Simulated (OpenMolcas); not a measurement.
# ClB⁺: electronic states by CASSCF, CASPT2 and spin–orbit RASSI

Aim: the low electronic states of ClB⁺, first without spin–orbit coupling and then as Ω levels, at one distance and along the bond.

Computed with OpenMolcas 26.06. Level: SA-CASSCF(7,7), XMS-CASPT2, RASSI; ANO-RCC-VTZP.

All values are calculated.

### 1 Set-up

C2 symmetry about the axis (a holds Σ, Δ, Γ; b holds Π, Φ, H; Σ⁺ and Σ⁻ are not told apart); roots by multiplicity and irrep: 2a 1, 2b 4, 4a 3.

Active shells: Cl 3p, B 2s 2p.

Contents of m.inp:

```
&GATEWAY
Coord
2
angstrom
Cl 0.0 0.0 0.0
B 0.0 0.0 1.6030
Basis=ANO-RCC-VTZP
Group=XY
RX2C
AMFI
ANGMom
0.0 0.0 0.0
RICD
&SEWARD
&GUESSORB
&RASSCF
FileOrb=$CurrDir/o21.orb
Symmetry=1
Spin=2
nActEl=7 0 0
Inactive=5 2
RAS2=3 4
CIRoot=1 1 1
Linear
Iterations=120 100
OrbListing=Nothing
PRWF=0.15
>>COPY $Project.RasOrb $CurrDir/o21.orb
>>COPY $Project.rasscf.h5 $CurrDir/r21.h5
&CASPT2
XMultistate=all
Imaginary=0.2
IPEA=0.25
MaxIter=40
>>COPY $Project.JobMix JOB001
&RASSCF
FileOrb=$CurrDir/o22.orb
Symmetry=2
Spin=2
nActEl=7 0 0
Inactive=5 2
RAS2=3 4
CIRoot=4 4 1
Linear
Iterations=120 100
OrbListing=Nothing
PRWF=0.15
>>COPY $Project.RasOrb $CurrDir/o22.orb
>>COPY $Project.rasscf.h5 $CurrDir/r22.h5
&CASPT2
XMultistate=all
Imaginary=0.2
IPEA=0.25
MaxIter=40
>>COPY $Project.JobMix JOB002
&RASSCF
FileOrb=$CurrDir/o41.orb
Symmetry=1
Spin=4
nActEl=7 0 0
Inactive=5 2
RAS2=3 4
CIRoot=3 3 1
Linear
Iterations=120 100
OrbListing=Nothing
PRWF=0.15
>>COPY $Project.RasOrb $CurrDir/o41.orb
>>COPY $Project.rasscf.h5 $CurrDir/r41.h5
&CASPT2
XMultistate=all
Imaginary=0.2
IPEA=0.25
MaxIter=40
>>COPY $Project.JobMix JOB003
&RASSI
Nr of JobIphs=3 1 4 3
1
1 2 3 4
1 2 3
SpinOrbit
EJob
Omega
MEES
MESO
Properties=4
'AngMom' 3 'Mltpl  1' 1 'Mltpl  1' 2 'Mltpl  1' 3
Thrs=1.0d-4
>>COPY $Project.rassi.h5 $CurrDir/so.h5
```

Each module block was a call of its own in one work directory; start orbitals came from a preliminary run.

Launch:

```bash
> pymolcas m.inp
```

### 2 CASSCF and CASPT2, block by block

After this run come: Spin–orbit coupling by RASSI.

**Question.** What will these runs give? Wanted: lowest spin-free state; next spin-free state; lowest level; next level; lowering by spin–orbit coupling.

**Answer**, as computed:

| quantity | value |
| --- | --- |
| lowest spin-free state | (1)2Σ |
| next spin-free state | (1)2Π, 4.329 eV |
| lowest level | Ω = 1/2, 100 % (1)2Σ |
| next level | Ω = 3/2, 34728 cm⁻¹ |
| lowering by spin–orbit coupling | 1 cm⁻¹ |

**Reading.** At 1.603 Å the lowest computed level has Ω = 1/2 and is 100 % (1)2Σ. Only the spin multiplicities and numbers of roots in the input were computed, so the list of states is not complete and the lowest one found need not be the ground state; labels number the states computed.
